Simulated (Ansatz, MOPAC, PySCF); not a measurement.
Dissociation curve of Li2, singlet.

AM1, restricted, heats of formation (MOPAC); RKS-B3LYP/6-31G* = restricted B3LYP/6-31G*, spherical d (PySCF); RMP2 = MP2 on RHF/def2-TZVP, frozen core (Ansatz, a quantum-chemistry and plane-wave program); FCI = full CI/def2-TZVP, frozen core (Ansatz).

Energies relative to the lowest point of each curve near equilibrium, in mEh:

```tsv
R / Å	AM1	RKS-B3LYP/6-31G*	RMP2
2.08	6.5	18.4	20.4
2.17	3.0	12.8	14.6
2.67	3.8	0.1	0.3
2.99	13.0	1.6	0.8
3.43	28.1	8.5	6.8
3.70	36.9	13.7	11.8
4.11	48.8	21.7	19.8
5.01	67.7	36.3	35.0
5.45	74.1	41.6	40.4
6.05	80.6	47.2	45.5
6.75	86.0	51.7	48.4
7.38	89.7	54.5	48.5
```

### Question
What does FCI give at the same points?

### Answer
2.08: 17.9; 2.17: 12.6; 2.67: 0.2; 2.99: 1.1; 3.43: 6.9; 3.70: 11.3; 4.11: 17.6; 5.01: 26.6; 5.45: 28.6; 6.05: 30.0; 6.75: 30.7; 7.38: 30.9 (mEh).

The restricted form behind AM1, RKS-B3LYP/6-31G*, RMP2 keeps the bonding electrons paired and can't separate into open-shell fragments. The T1 diagnostic of CCSD on the restricted reference of RMP2 exceeds 0.045 at 3.70 to 8.18 Å.
